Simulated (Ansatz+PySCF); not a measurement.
Results of a calculation; reference values are marked as such.
Input for PySCF 2.14.0:

```python
from pyscf import gto, scf, mp

mol = gto.M(atom="""
C 0.000000 0.000000 -0.800540
N 0.000000 0.000000 -1.969130
C 0.000000 0.000000 0.577770
H 0.000000 -0.891980 1.095940
H 0.000000 0.891980 1.095940
""", basis='cc-pvtz', charge=0, spin=1)
mf = scf.UHF(mol)
mf.kernel()
pt = mp.MP2(mf, frozen=3).run()
print(mf.e_tot, pt.e_corr, pt.e_tot)
```

The script is written out from the run's settings.

Results

* Converged: yes
* Reference energy: -131.34988 hartree
* Correlation energy: -0.45640 hartree
* Total energy: -131.80628 hartree
* Spin squared of the determinant: 0.937

Caution: the unrestricted determinant is spin contaminated.
